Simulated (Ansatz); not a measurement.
Stepwise reaction of `[CH3][Mg][CH3]` with ammonia, as a gas-phase model of exchange steps in deposition or etching. ΔE in kJ/mol.

Gas-phase electronic energies from Ansatz, PBE0-D4/def2-TZVP geometries. CCSD(T)/CBS is the MP2 limit (def2-TZVPP, def2-QZVPP) plus CCSD(T) − MP2 in def2-TZVPP, frozen cores. This one scheme is used for every species. DFT in def2-TZVPP. B3LYP here is the variant with VWN-RPA as its local correlation; programs differ in this. For Mg outer-core shells are correlated without core-valence functions, which leaves a few kJ/mol of doubt a bond. One conformer a species, not always the lowest.

```
step                                         reaction  PBE-D4  B3LYP-D4  ωB97M-V  CCSD(T)/CBS
   2  `[CH3][Mg][NH2]` + NH₃ → `[NH2][Mg][NH2]` + CH₄   -68.4     -76.3    -73.1        -72.4
```

Question: Give the row of step 1, `[CH3][Mg][CH3]` + NH₃ → `[CH3][Mg][NH2]` + CH₄. (Estimate.)

Answer: Ansatz gave: 
```
step                                         reaction  PBE-D4  B3LYP-D4  ωB97M-V  CCSD(T)/CBS
   1  `[CH3][Mg][CH3]` + NH₃ → `[CH3][Mg][NH2]` + CH₄   -72.5     -80.1    -77.1        -76.6
```

Question: By hand: ΔE of the 2 steps together at CCSD(T)/CBS.

Answer: (-76.6) + (-72.4) = -149.0 kJ/mol, or -74.5 kJ/mol a step.

In ΔE the steps differ by no more than 4.2 kJ/mol. All are downhill at CCSD(T)/CBS. PBE-D4 differs from CCSD(T)/CBS by 4.0 to 4.1 kJ/mol a step. Isolated molecules leave out the surface, adducts and barriers. Largest T1 diagnostic: 0.009.
